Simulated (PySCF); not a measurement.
## HBAl, doublet: breathe scan

Starting geometry (PBE0/def2-TZVP stationary point for this spin, not checked as a minimum):

```xyz
3

B     0.0000   -0.0920    0.3143
Al    0.0000   -0.0334   -1.8050
H     0.0000    0.1253    1.4907
```

From there all distances are scaled together; atoms are numbered as listed. Energies are in kJ/mol, counted from the starting geometry at the same level.

Basis 6-31G; PySCF 2.14.0. Correlated methods freeze the noble-gas cores. Prefix R: restricted or restricted open-shell reference.

The reference follows the lowest state, whose symmetry changes along the scan.

Full CI is exact within this basis and frozen core; it isn't the basis-set limit.

| scale of all distances | RMP2 |
| --- | --- |
| 0.885 | 95.4 |
| 1.000 | 0.0 |
| 1.104 | 13.5 |
| 1.286 | 126.7 |
| 1.506 | 272.3 |
| 1.734 | 361.3 |
| 1.988 | 442.6 |
| 2.403 | 542.1 |

Problem. Estimate the full CI curve in 6-31G from this one, knowing how RMP2 errs.

Solution. The computed full CI values, in kJ/mol from the starting point, and the error of RMP2 against them:
```
scale of all distances  full CI  RMP2 less full CI
                 0.885     97.0               -1.7
                 1.000      0.0                0.0
                 1.104      7.1                6.4
                 1.286    101.1               25.6
                 1.506    224.5               47.8
                 1.734    306.9               54.4
                 1.988    367.5               75.1
                 2.403    425.8              116.3
```

Full CI's occupations show more than one leading determinant at 2.403.

The error spans 118.0 kJ/mol and is largest, 116.3 kJ/mol, at 2.403.
